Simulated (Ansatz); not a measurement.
C2HNO (`N=C=C=O`), relaxed with RKS PBE-D4/def2-SVP in Ansatz from a rough embedded geometry. The force threshold is 0.03 eV/Å; the program also tests the step.

The species carries charge 0 and has multiplicity 1.

Start:

```xyz
5

N     0.288   -0.184    1.289
C     0.193    0.024    0.171
C     0.098    0.272   -1.003
O    -0.015    0.637   -2.105
H    -0.564   -0.749    1.648
```

**Question.** How much energy does the relaxation release, and in how many steps? (Estimate.)

**Answer.** Ansatz gave: 141.10 kJ/mol, in 12 steps.

**Question.** Which bonds change most? (Estimate.)

**Answer.** Computed: C2–C3 from 1.204 to 1.377 Å; N1–C2 from 1.141 to 1.267 Å; N1–H5 from 1.083 to 1.040 Å; C3–O4 from 1.167 to 1.181 Å.

**Question.** Give the relaxed structure. (Best estimate.)

**Answer.** The calculation gave: 
```xyz
5

N     0.274   -0.229    1.293
C    -0.182   -0.123    0.116
C     0.231    0.420   -1.080
O     0.080    0.669   -2.225
H    -0.403   -0.737    1.897
```
